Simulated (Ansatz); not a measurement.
Reaction (substitution at a C–O bond): `C#CCOC` + HCl → `C#CCCl` + CH₃OH

Isolated molecules relaxed with PBE0-D4/def2-TZVP in Ansatz; ΔE leaves out vibrations. CCSD(T)/CBS adds triple-zeta CCSD(T) − MP2 to the extrapolated MP2 energy (def2 sets, frozen cores). This one scheme is used for every species. DFT in def2-TZVPP. One conformer a species, not always the lowest.

(1) Is it downhill or uphill in electronic energy at CCSD(T)/CBS, and by how much? (Best estimate.)

(2) What do these levels give: ωB97X-V, PBE0, MP2/def2-TZVPP, SCS-MP2/def2-TZVPP, MP2/def2-QZVPP, SCS-MP2/def2-QZVPP? (Estimate.)

Largest T1 diagnostic among the species: 0.011.

## Answers

(1) The calculation gave: Downhill: ΔE = -3.4 kJ/mol.

(2) Computed: ωB97X-V 0.7, PBE0 -5.5, MP2/def2-TZVPP -2.6, SCS-MP2/def2-TZVPP -2.3, MP2/def2-QZVPP -5.6, SCS-MP2/def2-QZVPP -5.3 kJ/mol.

The D4 term adds +3.1 kJ/mol with B3LYP and +2.0 kJ/mol with PBE0; it sums over pairs of atoms, weighted by their polarisabilities, and B3LYP, whose exchange is more repulsive, gets the larger term.

B3LYP here is the variant with VWN-RPA as its local correlation; programs differ in this.
